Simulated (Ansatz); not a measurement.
A relaxed structure of Ni. Space group Fm-3m (No. 225), fcc (Cu type). Computed with r2SCAN (plane waves to 500 eV, PAW, scalar-relativistic; Ansatz, a quantum-chemistry and plane-wave program).

```cif
data_Ni
_chemical_formula_sum 'Ni1'
_space_group_name_H-M_alt 'P 1'
_space_group_IT_number 1
_cell_length_a 2.45941
_cell_length_b 2.45941
_cell_length_c 2.45941
_cell_angle_alpha 60.000
_cell_angle_beta 60.000
_cell_angle_gamma 60.000
loop_
_space_group_symop_operation_xyz
  'x, y, z'
loop_
_atom_site_label
_atom_site_type_symbol
_atom_site_fract_x
_atom_site_fract_y
_atom_site_fract_z
_atom_site_occupancy
Ni1 Ni 0.50000 0.50000 0.50000 1
```

Task: Predict the magnetic moment from r2SCAN.

Result: Net 0.74 μB/atom, ferromagnetic.

Spin state reached: ferromagnetic (net 0.74 μB/atom), from parallel starting moments; other spin orders were not run from this start. r2SCAN tends to overstate moments in metals.

Measured for Ni: a 3.508 Å (static lattice; corrected from measurement; as listed in Daniel Mejia-Rodriguez, S. B. Trickey, Phys. Rev. B (2018)). Computed minus measured — a: r2SCAN -0.9 %. The computed values are for a static lattice.

The run could not lose the symmetry of its start; a randomly shaken copy of 2 atoms returns to this structure.
